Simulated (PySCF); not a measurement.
C2H3N2P.
Atom-mapped SMILES: `[cH:1]1[n:2][nH:3][cH:4][p:5]1` (hydrogens: H6 on C1; H7 on N3; H8 on C4)

Computed with PBE0-D3(BJ)/def2-SVP geometry optimisation, gas phase in PySCF 2.14.0.

Entries marked ? are missing.

```csv
coordinate,value
C1–N2,1.317 Å
N2–N3,?
N3–C4,?
C4–P5,1.730 Å
C1–P5,?
C1–H6,1.092 Å
N3–H7,1.015 Å
C4–H8,1.090 Å
N2–C1–P5,116.5°
N2–C1–H6,117.6°
P5–C1–H6,?
C1–N2–N3,108.5°
N2–N3–C4,118.1°
N2–N3–H7,?
C4–N3–H7,124.7°
N3–C4–P5,?
N3–C4–H8,118.8°
P5–C4–H8,129.9°
C1–P5–C4,85.5°
```

Q: Estimate the withheld lengths and angles.

A: 
- N2–N3 = 1.325 Å, aromatic (pyridine-type nitrogen to pyrrole-type nitrogen); 0.10 Å below the sum of covalent radii, 1.42 Å.
- N3–C4 = 1.345 Å, aromatic (pyrrole-type nitrogen to aromatic CH next to a ring nitrogen); 0.09 Å below the sum of covalent radii, 1.44 Å.
- C1–P5 = 1.773 Å, aromatic (ends: aromatic CH next to a ring nitrogen; phosphorus bonded to 2 C); 0.03 Å below the sum of covalent radii, 1.80 Å.
- P5–C1–H6 = 125.9°, at the aromatic CH next to a ring nitrogen; the outer atoms are 2.571 Å apart.
- N2–N3–H7 = 117.1°, at the pyrrole-type nitrogen; the outer atoms are 2.002 Å apart.
- N3–C4–P5 = 111.4°, at the aromatic CH next to a ring nitrogen, inside a 5-membered ring; the outer atoms are 2.550 Å apart.

Radii are Cordero's, carbon taken as 0.76, 0.73 or 0.69 Å for four, three, and two or fewer neighbours.

Whether it is a minimum is left open (no frequencies).

Time: 13 s; peak memory 0.39 GiB. Hardware: an Arm Neoverse V1 with one thread (shared host). That covers the optimisation of the geometry.
